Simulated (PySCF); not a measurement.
Unrelated species, one level of theory. Theory: TDDFT PBE0/def2-SVPD, vertical, gas phase, core orbitals frozen in the response (PySCF 2.14.0, density-fitted response routines). Geometries: GFN2-xTB; one conformer of each isolated species. Triplets are in the Tamm–Dancoff approximation.

Problem. Rank by computed S1–T1 gap, lowest first.
A. `C=CC=S`
B. `FC(C[C@H](F)OC)(F)F`
C. `OCPc1ccoc1`
D. `OC[C@H](F)CC(F)(F)F`
E. `C=C[SiH2]N=C`

Solution. B (0.20 eV), D (0.35 eV), A (0.49 eV), E (0.63 eV), C (1.56 eV).

```
              SMILES  S1−T1 (eV)  S1 (eV)  T1 (eV)  S1 mainly  T1 mainly  f(S1)
CO[C@@H](F)CC(F)(F)F        0.20     8.17     7.97  H→L (96%)  H→L (90%)  0.015
 OC[C@H](F)CC(F)(F)F        0.35     7.48     7.12  H→L (93%)  H→L (87%)  0.009
              C=CC=S        0.49     2.09     1.59  H→L (99%)  H→L (98%)  0.000
        C=C[SiH2]N=C        0.63     4.01     3.38  H→L (92%)  H→L (88%)  0.000
          OCPc1ccoc1        1.56     5.53     3.97  H→L (89%)  H→L (59%)  0.059
```

H and L stand for HOMO and LUMO. Singlets come from full response and triplets from the Tamm–Dancoff approximation.
